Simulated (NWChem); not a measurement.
# NO+ (nitrosonium): r2SCAN/jorge-DZP

What is the vertical ionisation energy of NO+ (nitrosonium) at r2SCAN/jorge-DZP? 

Program for the calculation: NWChem 7.3.0.

5 further runs of the same task are left out: 5 set aside as unsound or not needed.

## Step 1: The molecule

NO+: 2 atoms, total charge +1, spin state singlet. SMILES: `N#[O+]`. Geometry: the measured bond length.

Bond lengths: N1–O2 1.063 Å.

## Step 2: A single-point energy at r2SCAN/jorge-DZP

The input, run.nw:

```
echo
start run
title "NO"
memory total 2200 mb
charge 1

geometry noautosym nocenter noautoz
N        0.000000       0.000000       0.000000
O        0.000000       0.000000       1.063220
end

basis spherical bse
N library jorge-DZP
O library jorge-DZP
end

dft
xc r2scan
grid fine
convergence energy 1e-08
maxiter 100
mulliken
noprint "final vectors analysis"
end

task dft energy
```

Launch:

```sh
$ nwchem run.nw > run.out
```

The program printed:

```text
[...]
          Wavefunction type:  closed shell.
          No. of atoms     :     2
          No. of electrons :    14
[...]
          Charge           :     1
          Spin multiplicity:     1
[...]
          AO basis - number of functions:    30
[...]
              XC Information
              --------------
                      r^2SCAN Method XC Functional
               r^2SCAN metaGGA Exchange Functional  1.000
                     r^2SCAN Correlation Potential  1.000
[...]
 d= 0,ls=0.0,diis     1   -129.4074540207 -1.57D+02  5.07D-02  1.20D+00     0.4
[...]
 d= 0,ls=0.0,diis     7   -129.4974553842 -8.84D-09  1.47D-06  1.16D-09     1.3
         Total DFT energy =     -129.497455384174
      One electron energy =     -225.046796895537
           Coulomb energy =       82.613476088063
    Exchange-Corr. energy =      -14.936001117946
 Nuclear repulsion energy =       27.871866541246
[...]
      Total Density - Mulliken Population Analysis
     ---------------------------------------------
    Atom       Charge   Shell Charges
 -----------   ------   -------------------------------------------------------
    1 N    7     6.42   0.95  1.02  1.01  0.84  2.31  0.21  0.08
    2 O    8     7.58   0.95  1.02  0.95  0.90  3.20  0.51  0.04
[...]
```

Wall time 2 s (1 thread of Intel Xeon Platinum 8375C at 2.90GHz (Ice Lake), shared host); peak memory 0.1 GiB.

## Step 3: Doublet [NO]2+, same level

The input, no.nw:

```
start no
memory total 2200 mb
charge 2

geometry units angstroms noautosym nocenter noautoz
   N        0.000000       0.000000       0.000000
   O        0.000000       0.000000       1.063220
end

basis spherical bse
   N library jorge-DZP
   O library jorge-DZP
end

dft
   xc r2scan
   mult 2
   grid fine
   convergence energy 1e-08
   iterations 100
   mulliken
   print low
end

task dft energy
```

Launch:

```sh
$ nwchem no.nw > no.out
```

The program printed:

```text
[...]
 d= 0,ls=0.0,diis     1   -128.0211706866 -1.56D+02  4.92D-02  1.27D+00     0.4
[...]
 d= 0,ls=0.0,diis    12   -128.4214753300 -3.52D-09  8.12D-07  1.53D-10     3.2
[...]
         Total DFT energy =     -128.421475330017
      One electron energy =     -217.498883449552
           Coulomb energy =       75.669095529898
    Exchange-Corr. energy =      -14.463553951608
 Nuclear repulsion energy =       27.871866541246
[...]
      Total Density - Mulliken Population Analysis
     ---------------------------------------------
    Atom       Charge   Shell Charges
 -----------   ------   -------------------------------------------------------
    1 N    7     5.80   0.95  1.03  0.95  0.43  2.27  0.10  0.07
    2 O    8     7.20   0.95  1.02  1.02  0.86  2.98  0.32  0.04
[...]
      <S2> =      0.7847 (Exact =     0.7500)
[...]
```

Wall time 4.2 s (1 thread of Intel Xeon Platinum 8375C at 2.90GHz (Ice Lake), shared host); peak memory 0.1 GiB.

## Step 4: Outcome

At r2SCAN/jorge-DZP:

| quantity | value |
| --- | --- |
| singlet NO+: total energy | -129.49746 Eh |
| doublet [NO]2+: total energy | -128.42148 Eh |
| doublet [NO]2+: ⟨S²⟩ | 0.785 |
| vertical ionisation energy (to the doublet dication) | 29.279 eV |

In words: Removing an electron at fixed nuclei costs 29.28 eV (675 kcal/mol).
